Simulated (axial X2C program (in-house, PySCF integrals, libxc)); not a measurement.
# Which molecule gave these maps?

PBE0 fields computed with an in-house relativistic program for diatomic molecules, two-component, near the equilibrium distance, one atom at z = 0.

The maps cover the half plane through the axis: z from -2.4 to 4.2 Å along the bond, ρ from 0.15 to 2.25 Å away from it.

log10 of the density in e/bohr³:

```
 ρ\z  -2.4  -1.8  -1.2  -0.6   0.0   0.6   1.2   1.8   2.4   3.0   3.6   4.2
0.15  -4.4  -3.2  -2.0  -0.7   0.7  -0.7  -1.7  -0.9   0.1  -2.2  -4.5  -6.7
0.45  -4.5  -3.3  -2.1  -1.0  -0.4  -0.9  -1.8  -1.6  -1.0  -2.6  -4.7  -6.9
0.75  -4.6  -3.5  -2.4  -1.4  -1.0  -1.4  -2.1  -2.4  -2.2  -3.3  -5.2  -7.2
1.05  -4.8  -3.8  -2.7  -1.9  -1.6  -1.8  -2.5  -3.1  -3.3  -4.2  -5.8  -7.5
1.35  -5.1  -4.1  -3.2  -2.5  -2.2  -2.4  -2.9  -3.5  -4.1  -5.0  -6.4  -7.7
1.65  -5.3  -4.5  -3.6  -3.0  -2.8  -2.9  -3.3  -3.9  -4.6  -5.5  -6.7  -7.7
1.95  -5.7  -4.8  -4.1  -3.6  -3.4  -3.5  -3.8  -4.3  -5.0  -5.9  -7.0  -8.0
2.25  -6.0  -5.2  -4.6  -4.1  -3.9  -4.0  -4.3  -4.8  -5.4  -6.3  -7.4  -8.4
```

Electron localisation function (collinear form, no current term, damped to 0 at low density):

```
 ρ\z  -2.4  -1.8  -1.2  -0.6   0.0   0.6   1.2   1.8   2.4   3.0   3.6   4.2
0.15  0.00  0.09  0.62  0.88  0.81  0.88  0.47  0.96  1.00  0.99  0.00  0.00
0.45  0.00  0.07  0.56  0.88  0.80  0.88  0.51  0.35  1.00  0.90  0.00  0.00
0.75  0.00  0.04  0.43  0.82  0.88  0.83  0.49  0.01  0.76  0.07  0.00  0.00
1.05  0.00  0.01  0.26  0.67  0.78  0.69  0.39  0.00  0.00  0.00  0.00  0.00
1.35  0.00  0.00  0.10  0.40  0.54  0.44  0.22  0.01  0.00  0.00  0.00  0.00
1.65  0.00  0.00  0.02  0.15  0.24  0.19  0.08  0.01  0.00  0.00  0.00  0.00
1.95  0.00  0.00  0.00  0.02  0.06  0.04  0.01  0.00  0.00  0.00  0.00  0.00
2.25  0.00  0.00  0.00  0.00  0.01  0.00  0.00  0.00  0.00  0.00  0.00  0.00
```

Axial spin density in 10⁻³ e/bohr³:

```
 ρ\z  -2.4  -1.8  -1.2   -0.6    0.0   0.6   1.2  1.8  2.4  3.0  3.6  4.2
0.15   0.0   0.5   7.5  115.9  353.2  94.9  11.0  1.0  2.1  0.1  0.0  0.0
0.45   0.0   0.4   5.4   63.9  215.7  57.3   8.1  1.1  0.1  0.0  0.0  0.0
0.75   0.0   0.2   2.9   24.0   61.4  24.1   4.6  0.8  0.1  0.0  0.0  0.0
1.05   0.0   0.1   1.3    7.6   15.9   8.4   2.2  0.5  0.1  0.0  0.0  0.0
1.35   0.0   0.1   0.5    2.2    4.2   2.7   0.9  0.2  0.0  0.0  0.0  0.0
1.65   0.0   0.0   0.2    0.7    1.1   0.9   0.3  0.1  0.0  0.0  0.0  0.0
1.95   0.0   0.0   0.1    0.2    0.3   0.3   0.1  0.0  0.0  0.0  0.0  0.0
2.25   0.0   0.0   0.0    0.1    0.1   0.1   0.0  0.0  0.0  0.0  0.0  0.0
```

Question: Which molecule is it?
A. LiN⁺
B. GeP⁻
C. TiCl⁻
D. ScBr⁻

Answer: A. LiN⁺, with N at z = 0 and Li at z = 2.237 Å, state Ω = 3/2 (⟨Sz⟩ = 1.50, ⟨Lz⟩ = 0.00 at PBE0), basis N dyall-av3z [7s7p3d2f], Li dyall-cv3z [7s8p2d] (cores contracted in-house). The state is a single determinant with fixed occupations, the lowest that a limited PBE0 search found. Density functionals use the spin component along the axis (collinear). With several unpaired electrons one determinant need not be a pure state. This is the top spin component of a Σ state; components of lower Ω are not single determinants and can lie lower.
